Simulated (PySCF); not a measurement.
## Molecular orbitals of LiSi⁺

PBE0 at R = 2.853 Å; PySCF, no relativity, basis sets Li 3-21G, Si 3-21G. State: ¹Σ⁺ (singlet), closed shell, a second solution, started from another occupation. Only the outer orbitals are listed, counted within each symmetry.

```
orbital  occ.  ε (eV)  on Li (%)   main shells (%)
     5σ     2  -17.43         -1          100 Si s
     6σ     2  -10.35         17  80 Si p, 11 Li s
     2π     0   -8.37          4           96 Si p
     2π     0   -8.37          4           96 Si p
     7σ     0   -5.31         96           90 Li s
```

Task: Which are the highest filled and the lowest empty level, where do they sit, and how wide is the gap?

Result: Highest filled 6σ at -10.35 eV (in %: 80 Si p, 11 Li s); lowest empty 2π at -8.37 eV (in %: 96 Si p); the gap at PBE0 is 1.98 eV.

```json
{"bond order (Mayer)": "0.54", "⟨S²⟩": "0.000", "charge on Li (Mulliken, basis-dependent)": "0.66", "charge on Li (Löwdin, basis-dependent)": "0.43", "dipole moment (positive dipole points towards Si; it is taken about the centre of mass and depends on that origin)": "-7.31 D"}
```

Shares are Mulliken populations and can fall outside 0 to 100 %.

3-21G is very small, so such numbers show the basis as much as the molecule.
